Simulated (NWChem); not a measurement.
System: hydrogen isocyanide (CHN); SMILES [C-]#[NH+]

NWChem input:

```
start job
memory heap 200 mb stack 900 mb global 1100 mb
geometry units angstroms noautosym nocenter noautoz
  C      0.000000     0.000000     0.736414
  N      0.000000     0.000000    -0.427035
  H      0.000000     0.000000    -1.424164
end
basis spherical
  * library aug-cc-pvdz
end
dft
  xc xpbe96 cpbe96
  iterations 150
end
tddft
  cis
  nroots 6
  notriplet
end
task tddft energy
```

Coordinates come from a PBE0-D3(BJ)/def2-TZVP optimisation.

Vertical excitations in the gas phase.

Predict the main results of this run. (PBE/aug-cc-pVDZ, TDA.) Quantities: basis functions; lowest excitation, singlet (eV); oscillator strength of that lowest state; lowest state with f > 0.02, singlet (eV); oscillator strength of that bright state; orbital gap (eV).


| Property | Result |
|---|---|
| number of basis functions | 55 |
| lowest excitation, singlet (eV) | 6.99 |
| oscillator strength of that lowest state | 0.029 |
| lowest state with f > 0.02, singlet (eV) | 6.99 |
| oscillator strength of that bright state | 0.029 |
| orbital gap (eV) | 6.68 |
